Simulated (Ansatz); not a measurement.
**A basis-limit estimate, worked out**

An elementary step of CH₅Al, singlet (CH₅Al ([CH3][AlH2]) → CH₃Al ([CH2][AlH]) + H₂; bonds formed: H2–H4; bonds broken: Al1–H2, C3–H4). “Start” is the structure reached by relaxing down from the saddle towards the reactants; PBE0-D4/def2-TZVP structures. The saddle:

```csv
atom,x (Å),y (Å),z (Å)
Al1,-0.7874,0.3097,-0.5455
H2,-1.1590,-0.6513,0.9112
C3,0.9670,-0.1233,-0.2155
H4,-0.2958,-0.3116,1.0087
H5,-1.7793,1.5267,-0.7064
H6,1.1846,-1.1549,0.0668
H7,1.8701,0.4047,-0.5193
```

Program: Ansatz 0.2.0. Basis: def2-TZVPP and def2-QZVPP. Cores are frozen in the correlated methods.

Energies in eV:

| quantity | saddle | start |
| --- | --- | --- |
| Hartree–Fock, triple zeta (X = 3) | -7688.87721 | -7692.79182 |
| Hartree–Fock, quadruple zeta (X = 4) | -7689.14181 | -7693.04784 |
| MP2 correlation, X = 3 | -8.10857 | -7.34663 |
| MP2 correlation, X = 4 | -8.59598 | -7.82227 |
| CCSD(T) correlation, X = 3 | -9.28186 | -8.49297 |

Problem. Work out the barrier at the basis limit: extrapolate Hartree–Fock as E(X) = E∞ + A exp(−7.88 √X) and the MP2 correlation as E(X) = E∞ + B X^−2.97 (the exponents that Neese and Valeev fitted for def2-TZVPP and QZVPP), then add CCSD(T) − MP2 in triple zeta.

Solution. Each step is linear, so take the differences first (saddle − start): Hartree–Fock 3.91461 (X = 3) and 3.90603 (X = 4); MP2 correlation -0.76194 and -0.77371; CCSD(T) correlation -0.78889.
Two points give E∞ = E(4) + w [E(4) − E(3)], with w = 1/(exp(7.88 (2 − √3)) − 1) = 0.1377 for Hartree–Fock and w = 1/((4/3)^2.97 − 1) = 0.7407 for the correlation.
Hartree–Fock: 3.90603 + 0.1377 × (-0.00858) = 3.9048 eV.
MP2 correlation: -0.77371 + 0.7407 × (-0.01177) = -0.7824 eV.
CCSD(T) − MP2: -0.78889 − (-0.76194) = -0.0270 eV.
Sum: 3.9048 + (-0.7824) + (-0.0270) = 3.0954 eV, or 71.38 kcal/mol. Plain CCSD(T) in triple zeta gives 3.1257 eV, so the larger basis shifts the result by -0.0303 eV.

T1 diagnostic: at most 0.018. The restricted Hartree–Fock reference is unstable towards an unrestricted one at one or more of these structures.

Labels in which every atom is bracketed show which atoms are joined, not bond orders.

For scale, one of the runs: CCSD(T)/def2-TZVPP, 143 basis functions, launched by `ansatz run in.yaml --threads 2 --pin off --events-out ev --progress --plain --max-ram 4352MiB`. The run took 7 s on 2 CPU threads of an Arm Neoverse V1 (shared host), with 0.78 GiB of host memory at its peak.
